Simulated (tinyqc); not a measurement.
Harmonic frequencies on the RHF/sto-6g surface (energies and gradients from PySCF), for HF, spin multiplicity 1, step by step. Computed by tinyqc, a small Python program that keeps every step (integrals from PySCF). Settings: charge = 0, multiplicity = 1, basis = sto-6g, delta = 0.005. Command: `OMP_NUM_THREADS=1 python tinyqc.py 28284 28285 out.jsonl` (the two numbers bound the seeds that draw the settings). One thread of a shared host (Intel(R) Xeon(R) Processor @ 2.60GHz), about 2 s of CPU time with the checks.

## One row of the Hessian: 2Hz

optimised positions (bohr):
```
          x        y         z
1F  0.00000  0.00000  -0.15973
2H  0.00000  0.00000   1.64317
```

gradient at +delta (hartree/bohr):
```
            x          y           z
1F  0.0000000  0.0000000  -0.0035028
2H  0.0000000  0.0000000   0.0035028
```

gradient at -delta (hartree/bohr):
```
            x          y           z
1F  0.0000000  0.0000000   0.0035473
2H  0.0000000  0.0000000  -0.0035473
```

Displace 2Hz by +/-0.005 bohr; H(k, :) = (g(+) - g(-)) / (2 delta).

row of the Hessian (hartree/bohr^2): 1Fx 0.0000000, 1Fy 0.0000000, 1Fz -0.7050132, 2Hx 0.0000000, 2Hy 0.0000000, 2Hz 0.7050132

## Hessian by finite differences

All rows are made in the same way, and the matrix is symmetrised.

Hessian (symmetrised) (hartree/bohr^2), lower triangle:
```
            1Fx         1Fy         1Fz        2Hx        2Hy        2Hz
1Fx   0.0000056
1Fy   0.0000000   0.0000056
1Fz   0.0000000   0.0000000   0.7050132
2Hx  -0.0000056   0.0000000   0.0000000  0.0000056
2Hy   0.0000000  -0.0000056   0.0000000  0.0000000  0.0000056
2Hz   0.0000000   0.0000000  -0.7050132  0.0000000  0.0000000  0.7050132
```

## Normal modes

masses (u): 1F 18.99840, 2H 1.00782

Diagonalise H_ij / sqrt(m_i m_j); the 5 smallest eigenvalues belong to translations and rotations; wavenumber = sqrt(eigenvalue / 1822.888) x 219474.63; each mode has its largest component positive (the first on a tie); zero-point energy = sum of wavenumbers / 2, with 349.755 1/cm per kcal/mol.

eigenvalues of the mass-weighted Hessian (hartree/(bohr^2 u)): 0.00000  0.00000  0.00000  0.00001  0.00001  0.73665

harmonic wavenumbers of the vibrations (1/cm): 4412.0

mass-weighted modes:
```
       mode 1
1Fx   0.00000
1Fy   0.00000
1Fz  -0.22445
2Hx   0.00000
2Hy   0.00000
2Hz   0.97449
```

zero-point energy = 6.30725 kcal/mol
